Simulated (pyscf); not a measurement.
Single points on ωB97X-D3(BJ)/def2-SVP structures (PySCF, gas phase).

**Question.** What is the homolytic dissociation enthalpy (298 K, ωB97M-D3(BJ)/def2-TZVP) of the Hf–N bond of H₂N–Hf(OH)(OH)–OH, to NH₂• + [HO–Hf(OH)–OH]•?

**Answer.** Hf–N to NH₂• + [HO–Hf(OH)–OH]•: 421.1 kJ/mol. The 7 functionals that were run give +399.1 (r²SCAN) to +438.8 kJ/mol (ωB97X-D3(BJ)). The radicals are drawn with the spin at the cut bond; how far it spreads was not checked. Other isomers of [HO–Hf(OH)–OH]• were not searched in full and may lie lower. Open-shell species with a d-block atom are single-reference here; other states, and whether the spin sits on metal or ligand, were not checked. Elements past Kr carry the def2 core potentials, without spin-orbit coupling.
